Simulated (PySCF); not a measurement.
Compound: 3-butyn-1-ol, C₄H₆O.
SMILES: `C#CCCO`

Torsions of this conformer, `[CH:1]#[C:2][CH2:3][CH2:4][OH:5]`: C2–C3–C4–O5 179°, H–O5–C4–C3 179°.

The closed-shell ground state was solved at several levels (PySCF, density fitting, gas phase, non-relativistic). One conformer (not necessarily the lowest) at the PBE0-D3(BJ)/def2-SVP geometry, without solvent, vibrations or thermal averaging.

```tsv
level	basis functions	HOMO (eV)	LUMO (eV)	gap (eV)	dipole (D)
PBE0/pcSseg-1	115	-7.74	1.15	8.89	1.58
B3LYP/pcJ-1	195	-7.48	0.90	8.38	1.59
PBE0/def2-SVPD	151	-7.77	0.48	8.25	1.46
```

What might PBE/pcSseg-2 (264 basis functions) give for the same quantities?

HOMO -6.48 eV, LUMO -0.34 eV, gap 6.14 eV, dipole 1.47 D.

Over all these levels, which gives the widest orbital gap and which the narrowest?

PBE0/pcSseg-1 (global hybrid, 25 % exact exchange) has the widest, 8.89 eV, and PBE/pcSseg-2 (GGA) the narrowest, 6.14 eV. Functional and basis both differ between the two, so the spread mixes both effects.

How far do the dipole and the HOMO energy spread over the levels?

The dipole runs from 1.46 to 1.59 D (mean 1.53 D) and the HOMO from -7.77 to -6.48 eV.
